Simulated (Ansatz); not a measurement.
The inner images of a band of AlH4N + H2 (8 atoms, charge 0, multiplicity 1) are given out of order.

Computed with RKS BLYP/6-31G* in Ansatz.

First end point:

```xyz
8
Properties=species:S:1:pos:R:3
Al 0.111 -0.852 0.082
N 0.014 -0.121 1.719
H -0.847 0.001 2.253
H 0.817 0.181 2.273
H 1.558 -0.996 -0.572
H -1.258 -1.296 -0.604
H -0.457 3.472 1.705
H -0.353 2.735 1.611
```

Last end point:

```xyz
8
Properties=species:S:1:pos:R:3
Al 0.063 0.391 -0.035
N -0.158 0.390 2.063
H -0.360 -0.553 2.421
H 0.696 0.720 2.532
H 1.328 -0.601 -0.161
H -1.383 -0.191 -0.448
H 0.326 1.965 -0.266
H -0.928 1.003 2.362
```

**Question.** Put them in order from the first end to the last, with their energies above the first end.
A.
```xyz
8
Properties=species:S:1:pos:R:3
Al 0.002 0.037 0.181
N -0.056 0.257 2.101
H -0.870 -0.012 2.662
H 0.793 0.215 2.674
H 1.453 -0.210 -0.429
H -1.362 -0.484 -0.457
H -0.196 1.856 0.404
H -0.180 1.465 1.332
```
B.
```xyz
8
Properties=species:S:1:pos:R:3
Al 0.022 -0.243 0.341
N -0.005 -0.054 2.137
H -0.848 -0.066 2.711
H 0.814 0.150 2.710
H 1.435 -0.203 -0.398
H -1.362 -0.507 -0.405
H -0.249 2.203 0.350
H -0.221 1.843 1.020
```
C.
```xyz
8
Properties=species:S:1:pos:R:3
Al 0.094 -0.700 0.141
N 0.034 -0.240 1.875
H -0.819 -0.193 2.436
H 0.848 -0.029 2.454
H 1.527 -0.744 -0.556
H -1.292 -1.017 -0.579
H -0.458 3.388 1.283
H -0.350 2.658 1.412
```
D.
```xyz
8
Properties=species:S:1:pos:R:3
Al 0.010 0.251 -0.018
N -0.089 0.350 2.081
H -0.896 -0.050 2.576
H 0.758 0.172 2.635
H 1.484 -0.283 -0.363
H -1.301 -0.562 -0.465
H -0.160 1.875 0.030
H -0.221 1.370 1.989
```
E.
```xyz
8
Properties=species:S:1:pos:R:3
Al 0.076 -0.551 0.245
N 0.043 -0.311 2.023
H -0.802 -0.328 2.597
H 0.864 -0.160 2.611
H 1.497 -0.499 -0.476
H -1.321 -0.780 -0.488
H -0.434 3.194 0.785
H -0.337 2.558 1.169
```
F.
```xyz
8
Properties=species:S:1:pos:R:3
Al 0.047 0.367 -0.039
N -0.141 0.401 2.071
H -0.727 -0.367 2.424
H 0.772 0.332 2.539
H 1.444 -0.424 -0.186
H -1.303 -0.428 -0.420
H 0.066 1.960 -0.294
H -0.574 1.283 2.372
```
G.
```xyz
8
Properties=species:S:1:pos:R:3
Al 0.044 -0.390 0.337
N 0.023 -0.242 2.126
H -0.819 -0.280 2.702
H 0.842 -0.066 2.711
H 1.452 -0.266 -0.400
H -1.352 -0.619 -0.398
H -0.329 2.731 0.404
H -0.276 2.256 0.984
```

**Answer.** C (+0.1 kcal/mol), E (+0.5 kcal/mol), G (+1.6 kcal/mol), B (+6.5 kcal/mol), A (+23.1 kcal/mol), D (-4.0 kcal/mol), F (-8.4 kcal/mol).

Time of the run: 79 s on 1 thread of Arm Neoverse V2, on a shared host, peak memory 0.09 GiB.
